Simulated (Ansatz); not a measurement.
Reaction (formal hydrolysis of a C–C bond): `CC(C)(F)C=O` + H₂O → `CC(C)(O)F` + `C=O`

Calculated with Ansatz (gas phase, PBE0-D4/def2-TZVP geometries, no zero-point term in ΔE). CCSD(T)/CBS is the MP2 limit (def2-TZVPP, def2-QZVPP) plus CCSD(T) − MP2 in def2-TZVPP, frozen cores. This one scheme is used for every species. Functionals use def2-TZVPP. B3LYP here is the variant with VWN-RPA as its local correlation; programs differ in this. HSE06 is defined as in plane-wave codes. One conformer a species, not always the lowest.

`CC(C)(F)C=O`:

Cartesian coordinates in Å:
```
C -0.792 0.744 0.891
C -0.075 0.179 -0.317
C -0.186 -1.326 -0.427
F -0.630 0.747 -1.463
C 1.386 0.596 -0.298
O 2.154 0.264 0.558
H -0.322 0.372 1.802
H -1.840 0.440 0.874
H -0.743 1.834 0.891
H 0.315 -1.793 0.421
H 0.282 -1.679 -1.348
H -1.237 -1.620 -0.433
H 1.687 1.242 -1.151
```

H₂O:

Z-matrix (Å, degrees):
```
O
H 1 0.960
H 1 0.960 2 105.1
```

`CC(C)(O)F`:

Z-matrix (Å, degrees):
```
C
C 1 1.513
H 1 1.091 2 110.1
H 1 1.090 2 110.6 3 120.6
H 1 1.093 2 109.9 3 -120.0
C 2 1.507 1 114.3 3 -62.1
O 2 1.382 1 112.4 3 61.2
F 2 1.400 1 106.4 3 179.4
H 6 1.090 2 109.2 1 -179.0
H 6 1.090 2 110.1 1 -59.1
H 6 1.090 2 110.1 1 61.5
H 7 0.962 2 108.6 1 48.2
```

`C=O`:

Z-matrix (Å, degrees):
```
C
O 1 1.195
H 1 1.109 2 122.0
H 1 1.109 2 122.0 3 -180.0
```

```csv
level,ΔE (kJ/mol),difference from CCSD(T)/CBS
LDA (SPW92),28.4,-4.8
PBE-D4,28.4,-4.8
BLYP-D4,26.1,-7.1
r2SCAN-D4,26.7,-6.5
B97M-V,24.9,-8.3
PBE0-D4,29.2,-4.0
B3LYP-D4,26.6,-6.6
r2SCANh-D4,27.2,-6.0
r2SCAN0-D4,27.8,-5.4
HSE06-D4,29.0,-4.2
BHLYP-D4,25.7,-7.5
ωB97X-V,25.0,-8.2
B2PLYP,25.3,-7.9
PBE-QIDH,29.7,-3.5
PBE,25.0,-8.2
BLYP,19.4,-13.8
PBE0,26.2,-7.0
B3LYP,21.3,-11.9
r2SCANh,26.1,-7.1
r2SCAN0,26.6,-6.6
HSE06,26.2,-7.0
BHLYP,21.5,-11.7
CAM-B3LYP,21.4,-11.8
LC-ωPBE,25.9,-7.3
RPA@PBE/def2-TZVPP,23.9,-9.3
HF/def2-SVP,4.5,-28.7
MP2/def2-SVP,16.1,-17.1
CCSD/def2-SVP,10.4,-22.8
CCSD(T)/def2-SVP,11.1,-22.1
HF/def2-TZVPP,16.0,-17.2
MP2/def2-TZVPP,34.2,1.0
SCS-MP2/def2-TZVPP,28.6,-4.6
CCSD/def2-TZVPP,27.2,-6.0
CCSD(T)/def2-TZVPP,28.6,-4.6
HF/def2-QZVPP,16.4,-16.8
MP2/def2-QZVPP,36.9,3.7
SCS-MP2/def2-QZVPP,31.4,-1.8
HF/CBS(def2),16.5,-16.7
MP2/CBS(def2),38.7,5.5
CCSD/CBS(def2),31.8,-1.4
CCSD(T)/CBS,33.2,0
```

Largest T1 diagnostic among the species: 0.015.

In def2-TZVPP, CCSD(T) changes the Hartree–Fock value by +12.6 kJ/mol (the triples alone add +1.3 kJ/mol) and MP2 by +18.2 kJ/mol. Leaving LDA and LC-ωPBE aside and taking each functional with its dispersion term where it has one, the values, not all of them listed here, spread over 5.3 kJ/mol, from CAM-B3LYP-D4 to revPBE-D4. LDA lies +3.4 kJ/mol from PBE without D4. At CCSD(T), def2-SVP lies −22.1 kJ/mol from the extrapolated value and def2-TZVPP −4.6 kJ/mol.
